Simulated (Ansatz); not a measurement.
The input, for Ansatz 0.2.0:

```yaml
crystal:
  periodic: [false, false, false]
  atoms:
    - {symbol: B, position_ang: [0.000000, 0.000000, 0.000000]}
    - {symbol: B, position_ang: [0.000000, 0.000000, 2.129000]}
basis:
  gaussian: {orbitals: 6-31G}
magnetization: {spin_polarized: false, initial_magnetization: 2}
hamiltonian: {pseudopotentials: {relativity: scalar}}
correlation: {method: fic_mrcisd_q_relaxed, electrons: valence, active_space: {window: {electrons: 2, orbitals: 6}, states: [{multiplicity: 3, weights: [1, 1, 0.5, 1]}]}}
```

```sh
$ ansatz run in.yaml --threads 1 --pin off --events-out ev --progress --plain --max-ram 2393MiB
```

Problem. Roughly how long does this take on 1 thread of Arm Neoverse V1, shared host, and how much host memory?

Solution. 2.6 s wall and 0.16 GiB.

```
400 factors; integrals over basis functions are off by at most 1.2e-7 eV
mean field evaluation 1: about -1335.2540 eV, gradient 3.9e0 eV
mean field evaluation 2: about -1335.2549 eV, gradient 3.9e0 eV
mean field evaluation 4: about -1335.4411 eV, gradient 3.3e-1 eV
mean field evaluation 8: about -1335.4424 eV, gradient 1.6e-4 eV
mean field evaluation 16: about -1335.5129 eV, gradient 4.3e-2 eV
mean field evaluation 32: about -1335.3294 eV, gradient 2.8e0 eV
mean field evaluation 64: about -1335.4424 eV, gradient 2.6e-2 eV
mean field evaluation 96: about -1334.8961 eV, gradient 3.9e-1 eV
mean field evaluation 128: about -1335.4424 eV, gradient 4.6e-4 eV
mean field evaluation 160: about -1335.5130 eV, gradient 2.4e-6 eV
mean field -1335.51298527 eV, -49.0791969656 hartree, gradient 2.4e-6 eV, S^2 2.000000; 17 other end points of the search recorded, 0 dependent functions left out
reference -1335.44238295 eV, -49.0766023780 hartree; 6, 4 occupied and 12, 14 virtual orbitals, 400 factors
state -1335.87925598 eV, -49.0926571659 hartree
state -1335.87925598 eV, -49.0926571658 hartree
state -1335.35987739 eV, -49.0735703546 hartree
state -1333.94706563 eV, -49.0216504801 hartree
...
state -1335.87925598 eV, -49.0926571659 hartree; corrected -1338.90149849 eV, -49.2037225296 hartree
state -1335.87925598 eV, -49.0926571658 hartree; corrected -1338.90149849 eV, -49.2037225296 hartree
...
state -1335.35987739 eV, -49.0735703546 hartree; corrected -1338.69301305 eV, -49.1960608310 hartree
...
contracted CI cycle   6: correlation -2.54385705 eV, -0.0934850222 hartree, residual 1.70e-1 eV
contracted CI cycle   7: correlation -2.54505396 eV, -0.0935290079 hartree, residual 7.93e-2 eV
contracted CI cycle   8: correlation -2.54528985 eV, -0.0935376768 hartree, residual 3.39e-2 eV
contracted CI cycle   9: correlation -2.54533524 eV, -0.0935393448 hartree, residual 1.59e-2 eV
contracted CI cycle  10: correlation -2.54534797 eV, -0.0935398126 hartree, residual 8.67e-3 eV
contracted CI cycle  11: correlation -2.54535035 eV, -0.0935399001 hartree, residual 3.13e-3 eV
contracted CI cycle  12: correlation -2.54535069 eV, -0.0935399126 hartree, residual 1.22e-3 eV
contracted CI cycle  13: correlation -2.54535075 eV, -0.0935399146 hartree, residual 5.03e-4 eV
contracted CI cycle  14: correlation -2.54535076 eV, -0.0935399150 hartree, residual 2.17e-4 eV
contracted CI cycle  15: correlation -2.54535076 eV, -0.0935399151 hartree, residual 1.16e-4 eV
state -1333.94706563 eV, -49.0216504801 hartree; corrected -1336.94908580 eV, -49.1319726866 hartree
Total energy: -1338.31388266 eV, -49.1821280461 hartree
Relativity: scalar
```

The total printed last is the weighted mean of the 4 states, 0.588 eV above the lowest of them, and is no single state's energy.
